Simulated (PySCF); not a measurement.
# B: ionisation energy

B [He] 2s2 2p1 (2P) → B⁺ [He] 2s2 (1S), as a difference of total energies. Computed with PySCF 2.14 in def2-TZVP, with the non-relativistic Hamiltonian (point nucleus). Correlated levels: valence: 1s2 frozen. The calculations carry no spin-orbit coupling.

```
           method  ionisation energy (eV)  error (eV)
              UHF                   8.041      -0.256
             MN15                   8.207      -0.090
           r2SCAN                   8.766      +0.469
    MP2 (valence)                   8.260      -0.037
SCS-MP2 (valence)                   8.230      -0.067
   CCSD (valence)                   8.172      -0.125
CCSD(T) (valence)                   8.207      -0.090
```

Reference: 8.297 eV (measured; NIST levels, between the centres of gravity of the two terms).

Errors of the correlated levels include the incompleteness of this basis and the frozen core.

The coupled-cluster amplitudes are large for B⁺ (T1 above 0.03 or a double amplitude above 0.15), so a single reference is strained.
